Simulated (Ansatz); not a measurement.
**Anatase TiO2 (metastable phase)**

Calculation: r²SCAN+rVV10 in Ansatz (PAW).

Settings: plane-wave cutoff 500 eV, 14×14×14 k mesh, Fermi–Dirac smearing 0.05 eV, no spin polarisation, scalar-relativistic PAW data made under PBE.

Cell: relaxed at this level.

For anatase TiO2 (metastable phase), the volume per atom comes out as 11.32 Å³/atom and the lattice constant a is 3.775 Å. The lattice parameter c is 9.530 Å and the band gap comes out as 2.51 eV (on the SCF k mesh).

Measured, for comparison: band gap 3.42 eV (low temperature, zero-point motion not removed, gap of extended states, from the Urbach tail; as tabulated in Kang and Hybertsen (2010), arXiv:1006.4085); lattice constant a 3.784 Å, lattice parameter c 9.514 Å (room temperature, not corrected to a static lattice; as tabulated in Horn, Schwerdtfeger, Meagher, Refinement of the structure of anatase at several …). Computed (rounded) less measured: band gap -0.91 eV, lattice constant a -0.2 %, lattice parameter c +0.2 %.

Ansatz is a first-principles code.
